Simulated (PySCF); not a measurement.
# F: ionisation energy

F [He] 2s2 2p5 (2P) → F⁺ [He] 2s2 2p4 (3P), as a difference of total energies. Computed with PySCF 2.14 in def2-SVP, with no relativity, point nucleus. Correlated levels: valence: 1s2 frozen. The calculations carry no spin-orbit coupling.

```
           method  ionisation energy (eV)  error (eV)
              UHF                  15.772      -1.655
              PBE                  17.427       0.000
            M06-L                  17.523      +0.096
    MP2 (valence)                  16.959      -0.468
SCS-MP2 (valence)                  16.914      -0.513
   CCSD (valence)                  16.879      -0.548
CCSD(T) (valence)                  16.881      -0.546
```

Reference: 17.427 eV (measured; NIST levels, between the centres of gravity of the two terms).

Errors of the correlated levels include the incompleteness of this basis and the frozen core.
